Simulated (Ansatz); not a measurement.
Geometry optimisation, Ansatz, RKS PBE-D4/STO-3G.

input.yaml

```yaml
crystal:
  periodic: [false, false, false]
  atoms:
    - { symbol: "N", position_ang: [0.3807, -1.5209, 0.9578] }
    - { symbol: C, position_ang: [0.5908, -0.9899, -0.2099] }
    - { symbol: F, position_ang: [-0.20543, 0.00514, -0.53729] }
    - { symbol: "N", position_ang: [1.41512, -1.2909, -1.20508] }
    - { symbol: C, position_ang: [2.27481, -2.46515, -1.1329] }
    - { symbol: O, position_ang: [1.44631, -3.59506, -1.42491] }
    - { symbol: H, position_ang: [1.0239, -2.2426, 1.0958] }
    - { symbol: H, position_ang: [1.19263, -0.99936, -2.13186] }
    - { symbol: H, position_ang: [2.74329, -2.66684, -0.14232] }
    - { symbol: H, position_ang: [3.04958, -2.45566, -1.8737] }
    - { symbol: H, position_ang: [0.82645, -3.62992, -0.64574] }
basis:
  gaussian: { orbitals: STO-3G }
hamiltonian:
  xc: pbe
  dispersion: d4
relax:
  f_tol: 0.015
  max_steps: 40
```

Run as:

```bash
$ ansatz run input.yaml --threads 1 --pin off --max-ram 2048MiB --backend cpu --events-out ev --progress --plain --runs-dir out
```

Problem. Where does it end, and by what steps?

Solution. The run converged. Limits of this set-up: minimal basis. After 12 steps the energy has fallen by 1.365 eV; H7 moved furthest, 0.45 Å.

| step | energy less start (eV) | largest force component (eV/Å) | accepted |
| --- | --- | --- | --- |
| 0 | 0.0000 | 4.895 | yes |
| 1 | -1.1994 | 1.428 | yes |
| 2 | -1.2890 | 0.474 | yes |
| 3 | -1.2698 | 0.599 | no |
| 4 | -1.3260 | 0.268 | yes |
| 5 | -1.3431 | 0.341 | yes |
| 6 | -1.3539 | 0.157 | yes |
| 7 | -1.3600 | 0.225 | yes |
| 8 | -1.3636 | 0.108 | yes |
| 9 | -1.3642 | 0.040 | yes |
| 10 | -1.3648 | 0.040 | yes |
| 11 | -1.3649 | 0.034 | yes |
| 12 | -1.3650 | 0.007 | yes |

```xyz
11
Properties=species:S:1:pos:R:3
N 0.402 -1.399 1.117
C 0.523 -1.001 -0.152
F -0.464 -0.205 -0.686
N 1.630 -1.171 -1.121
C 2.256 -2.566 -1.143
O 1.396 -3.635 -1.647
H 1.305 -1.966 1.303
H 1.242 -0.954 -2.089
H 2.636 -2.748 -0.101
H 3.126 -2.513 -1.841
H 0.687 -3.694 -0.890
```

Run time: 37 s on 1 thread of Arm Neoverse V1, on a shared host, peak memory 0.14 GiB.
